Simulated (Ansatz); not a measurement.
# H₃MgOSi+ (SMILES [MgH][O][SiH2+]): one structure at several levels

A test off equilibrium: a structure displaced at random from a GFN2-xTB minimum is computed at several levels, and each is set against CCSD(T).

Method: single points in def2-TZVPP; program: Ansatz 0.2.0, Gaussian basis.

Correlated methods freeze the cores. The outer core shell of Li, Na, Mg and K is correlated.

## Step 1: Starting geometry

6 atoms, charge 1, spin multiplicity 1.

Atoms are counted from 1 here; the program's logs count them from 0.

Bond lengths: Mg1–O2 1.907 Å, Mg1–H4 1.555 Å, O2–Si3 1.560 Å, Si3–H5 1.517 Å, Si3–H6 1.333 Å. Angles: O2–Mg1–H4 177.4°, Mg1–O2–Si3 174.5°, O2–Si3–H5 116.3°, O2–Si3–H6 119.3°, H5–Si3–H6 122.1°.

As a file:

```xyz
6

Mg   -1.6521   -0.7361   -0.9097
O    -0.0917   -0.0890   -0.0246
Si    1.1534    0.5742    0.6409
H    -2.9640   -1.2252   -1.5855
H     2.4034    0.6683   -0.2142
H     1.1882    0.7155    1.9660
```

## Step 2: CCSD(T)/def2-TZVPP

File run/in.yaml:

```yaml
crystal:
  periodic: [false, false, false]
  atoms:
    - {symbol: Mg, position_ang: [-1.652100, -0.736100, -0.909700]}
    - {symbol: O, position_ang: [-0.091700, -0.089000, -0.024600]}
    - {symbol: Si, position_ang: [1.153400, 0.574200, 0.640900]}
    - {symbol: H, position_ang: [-2.964000, -1.225200, -1.585500]}
    - {symbol: H, position_ang: [2.403400, 0.668300, -0.214200]}
    - {symbol: H, position_ang: [1.188200, 0.715500, 1.966000]}
basis:
  gaussian: {orbitals: def2-TZVPP}
total_charge: 1
correlation: {method: ccsd_t}
output: {forces: true}
```

The command line of these runs was not kept.

## Step 3: PBE0-D4/def2-TZVPP

run/in.yaml, as its differences from that of step 2:

```diff
@@ -12,3 +12,3 @@
 total_charge: 1
-correlation: {method: ccsd_t}
-output: {forces: true}
+hamiltonian: {xc: pbe0, dispersion: d4}
+output: {forces: true, orbitals: {seedname: orbitals}}
```

## Step 4: wB97M-V/def2-TZVPP

run/in.yaml, as its differences from that of step 3:

```diff
@@ -12,3 +12,3 @@
 total_charge: 1
-hamiltonian: {xc: pbe0, dispersion: d4}
-output: {forces: true, orbitals: {seedname: orbitals}}
+hamiltonian: {xc: {name: wB97M-V}}
+output: {forces: true}
```

## Step 5: r2SCAN-D4/def2-TZVPP

run/in.yaml, as its differences from that of step 4:

```diff
@@ -12,3 +12,3 @@
 total_charge: 1
-hamiltonian: {xc: {name: wB97M-V}}
+hamiltonian: {xc: r2scan, dispersion: d4}
 output: {forces: true}
```

## Step 6: PBE-D4/def2-TZVPP

run/in.yaml, as its differences from that of step 5:

```diff
@@ -12,3 +12,3 @@
 total_charge: 1
-hamiltonian: {xc: r2scan, dispersion: d4}
+hamiltonian: {xc: pbe, dispersion: d4}
 output: {forces: true}
```

## Step 7: revPBE-D4/def2-TZVPP

run/in.yaml, as its differences from that of step 6:

```diff
@@ -12,3 +12,3 @@
 total_charge: 1
-hamiltonian: {xc: pbe, dispersion: d4}
+hamiltonian: {xc: {name: revPBE}, dispersion: d4}
 output: {forces: true}
```

## Step 8: BHLYP-D4/def2-TZVPP

run/in.yaml, as its differences from that of step 7:

```diff
@@ -12,3 +12,3 @@
 total_charge: 1
-hamiltonian: {xc: {name: revPBE}, dispersion: d4}
+hamiltonian: {xc: {name: BHLYP}, dispersion: d4}
 output: {forces: true}
```

(Steps that only read results are left out.)

Q: Predict the outcome of this session. Wanted: energy less free atoms, CCSD(T)/def2-TZVPP; RMS force component; RMS force error; HOMO and LUMO, PBE0-D4; T1 diagnostic.

The runs gave:

| quantity | value |
| --- | --- |
| energy less free atoms, CCSD(T)/def2-TZVPP | -965.7 kJ/mol |
| RMS force component | 1.448 to 1.553 eV/Å over the methods |
| RMS force error | PBE0-D4 0.117, wB97M-V 0.058, r2SCAN-D4 0.070, PBE-D4 0.172, revPBE-D4 0.199, BHLYP-D4 0.241 eV/Å |
| HOMO and LUMO, PBE0-D4 | -12.20 and -7.97 eV |
| T1 diagnostic | 0.014 |

**Reading.** Against CCSD(T) the functionals' energies less atoms differ by -46.5 to +8.4 kJ/mol, PBE-D4 by -24.3 kJ/mol. The reference is not at the basis limit: in triple zeta CCSD(T) underbinds, which counts against methods that bind more; the gaps are no ranking. The forces of wB97M-V come nearest to CCSD(T), those of BHLYP-D4 are farthest. Frozen-core CCSD(T) forces in triple zeta carry basis errors of their own, and this is one geometry, so small gaps rank nothing.
